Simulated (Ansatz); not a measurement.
## Pressure series in SiC

The parent structure is SiC in the zinc blende structure (space group F-43m, No. 216; a = 4.380 Å).

Cell and atoms are relaxed at each pressure.

Calculations: PBE (Ansatz, a program for electronic structure, PAW, no spin-orbit coupling).

```json
[
 {"P (GPa)": "-1.98", "V (Å³/atom)": "10.602"},
 {"P (GPa)": "-0.98", "V (Å³/atom)": "10.551"},
 {"P (GPa)": "0.89", "V (Å³/atom)": "10.458"},
 {"P (GPa)": "2.09", "V (Å³/atom)": "10.401"},
 {"P (GPa)": "4.48", "V (Å³/atom)": "10.291"},
 {"P (GPa)": "9.00", "V (Å³/atom)": "10.098"},
 {"P (GPa)": "15.00", "V (Å³/atom)": "9.866"},
 {"P (GPa)": "22.50", "V (Å³/atom)": "9.607"},
 {"P (GPa)": "30.00", "V (Å³/atom)": "9.377"}
]
```

A third-order Birch–Murnaghan fit to these points gives V₀ = 10.50 Å³/atom, B₀ = 213 GPa and B₀′ = 3.9. At pressure 30 GPa the volume is 89.3 % of V₀.

Measured bulk modulus of SiC: 229.1 GPa (static lattice; corrected from measurement; as listed in Daniel Mejia-Rodriguez, S. B. Trickey, Phys. Rev. B (2018)); the computed value is 7 % below it.

Between the base and pressure 22.5 GPa the gap moves from 1.37 eV to 1.29 eV, a mean slope of -3.8 meV/GPa.

Load acts through the strain it causes; cell and atoms are relaxed under it. Stability against distortions was not tested. Competing high-pressure phases were not computed.
